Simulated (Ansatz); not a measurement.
# BCN (triplet): wave-function methods side by side, def2-QZVPP

One table from this session's results is given with a row withheld; the runs are named, their logs left out.

The runs use Ansatz 0.2.0, Gaussian basis; def2-QZVPP, core rule «outside noble gas», up to 3 orbitals frozen.

To be run: UHF; ROHF; CCSD(T) on UHF.

2 further runs of the same task are left out: 2 set aside as unsound or not needed.

### The system

The geometry is a PBE0/def2-TZVP stationary point (not a proven minimum).

3 atoms, charge 0, spin multiplicity 3.

Atoms are counted from 1 here; the program's logs count them from 0.

Bond lengths: B1–C2 1.451 Å, C2–N3 1.169 Å. Angles: B1–C2–N3 180.0°.

Set-up of the first run:

Input file in.yaml:

```yaml
crystal:
  periodic: [false, false, false]
  atoms:
    - {symbol: B, position_ang: [0.000000, 0.000000, 1.356800]}
    - {symbol: C, position_ang: [0.000000, 0.000000, -0.094000]}
    - {symbol: N, position_ang: [0.000000, 0.000000, -1.262800]}
basis:
  gaussian: {orbitals: "def2-QZVPP.json"}
magnetization: {spin_polarized: true, initial_magnetization: 2}
hamiltonian: {xc: hf}
output: {orbitals: {seedname: orbitals}}
```

The run is started by

```console
ansatz run in.yaml --threads 1 --pin off --events-out ev --progress --plain --max-ram 2393MiB
```

Steps of the session up to this table: UHF; ROHF; CCSD(T) on UHF.

One of the session's tables, all rows but one given; the rest of the session is left out.

| method | from UCCSD(T) (kJ/mol) |
| --- | --- |
| ROHF | +1118.0 |
| UHF | +1099.0 |
| UMP2 | ? |
| UCCSD | +59.7 |
| UCCSD(T) | 0 |

Estimate the missing values for UMP2.

The run gave: from UCCSD(T) (kJ/mol): +109.0. In the column «from UCCSD(T) (kJ/mol)» it lies between UCCSD (+59.7) and UHF (+1099.0).
